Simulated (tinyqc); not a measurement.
CIS on RHF in the sto-3g basis, frozen core, for H2O, spin multiplicity 1, step by step. One step of it, computed by the program tinyqc.

Question. CIS matrix, triplets. A(ia,jb) = (e_a - e_i) d_ij d_ab - (ij|ab).

orbital energies (hartree): MO1 -20.273641, MO2 -1.200669, MO3 -0.525524, MO4 -0.437383, MO5 -0.390526, MO6 0.441897, MO7 0.550314

Two-electron integrals over orbitals (pq|rs), unique and non-zero (hartree); the lowest 1 orbital is frozen and left out:
```
(22|22) 0.726020    (32|22) 0.002710    (32|32) 0.127980    (33|22) 0.613507
(33|32) 0.001188    (33|33) 0.590483    (42|22) -0.029181   (42|32) 0.004135
(42|33) 0.000923    (42|42) 0.128523    (43|22) 0.013600    (43|32) 0.025533
(43|33) 0.012084    (43|42) -0.016748   (43|43) 0.058412    (44|22) 0.651281
(44|32) -0.018712   (44|33) 0.559582    (44|42) -0.085294   (44|43) 0.007573
(44|44) 0.678165    (52|52) 0.151639    (53|52) -0.008326   (53|53) 0.026972
(54|52) -0.043025   (54|53) 0.004088    (54|54) 0.046040    (55|22) 0.756701
(55|32) -0.012127   (55|33) 0.601294    (55|42) -0.081106   (55|43) 0.018118
(55|44) 0.675936    (55|55) 0.880159    (62|22) -0.119469   (62|32) 0.016686
(62|33) -0.064245   (62|42) -0.036833   (62|43) -0.006814   (62|44) -0.050412
(62|55) -0.127363   (62|62) 0.090511    (63|22) 0.044569    (63|32) 0.026582
(63|33) 0.031777    (63|42) -0.018728   (63|43) 0.037320    (63|44) 0.019750
(63|55) 0.051045    (63|62) -0.021990   (63|63) 0.073106    (64|22) -0.136915
(64|32) -0.016390   (64|33) -0.055343   (64|42) 0.056595    (64|43) -0.023361
(64|44) -0.127117   (64|55) -0.158780   (64|62) 0.052171    (64|63) -0.046795
(64|64) 0.115564    (65|52) -0.045859   (65|53) 0.007688    (65|54) -0.007932
(65|65) 0.032673    (66|22) 0.589108    (66|32) -0.041031   (66|33) 0.541757
(66|42) 0.041902    (66|43) -0.034629   (66|44) 0.554073    (66|55) 0.578539
(66|62) -0.084598   (66|63) -0.020246   (66|64) -0.040484   (66|66) 0.607626
(72|22) -0.046573   (72|32) -0.052953   (72|33) -0.013200   (72|42) -0.000367
(72|43) 0.027849    (72|44) -0.028790   (72|55) -0.048659   (72|62) 0.008904
(72|63) 0.021456    (72|64) 0.022194    (72|66) -0.030865   (72|72) 0.072472
(73|22) -0.160345   (73|32) 0.030304    (73|33) -0.084965   (73|42) 0.074267
(73|43) 0.001348    (73|44) -0.133101   (73|55) -0.196771   (73|62) 0.057485
(73|63) -0.014100   (73|64) 0.094827    (73|66) -0.062441   (73|72) 0.029497
(73|73) 0.160877    (74|22) -0.014549   (74|32) 0.067333    (74|33) -0.004916
(74|42) -0.000719   (74|43) 0.012551    (74|44) -0.025231   (74|55) -0.020624
(74|62) 0.016162    (74|63) 0.043358    (74|64) -0.008313   (74|66) -0.041573
(74|72) -0.011811   (74|73) 0.034503    (74|74) 0.065050    (75|52) -0.017188
(75|53) -0.022268   (75|54) 0.001178    (75|65) 0.002861    (75|75) 0.025861
(76|22) 0.004038    (76|32) 0.067863    (76|33) 0.001253    (76|42) 0.012238
(76|43) 0.051582    (76|44) -0.018443   (76|55) -0.003663   (76|62) -0.009132
(76|63) 0.044661    (76|64) -0.022930   (76|66) -0.041748   (76|72) 0.001963
(76|73) 0.032190    (76|74) 0.043387    (76|76) 0.080006    (77|22) 0.606880
(77|32) 0.048310    (77|33) 0.580775    (77|42) -0.015807   (77|43) 0.038990
(77|44) 0.558238    (77|55) 0.602085    (77|62) -0.056850   (77|63) 0.058201
(77|64) -0.069512   (77|66) 0.516088    (77|72) -0.020313   (77|73) -0.070198
(77|74) 0.028810    (77|76) 0.044358    (77|77) 0.620937
```

Give: CIS matrix A, triplet.

Answer.

CIS matrix A, triplet (hartree), lower triangle:
```
        2>6     2>7     3>6     3>7    4>6    4>7    5>6    5>7
2>6   1.053
2>7  -0.004   1.144
3>6   0.041  -0.068   0.426
3>7  -0.068  -0.048  -0.001   0.495
4>6  -0.042  -0.012   0.035  -0.052  0.325
4>7  -0.012   0.016  -0.052  -0.039  0.018  0.429
5>6   0.000   0.000   0.000   0.000  0.000  0.000  0.254
5>7   0.000   0.000   0.000   0.000  0.000  0.000  0.004  0.339
```
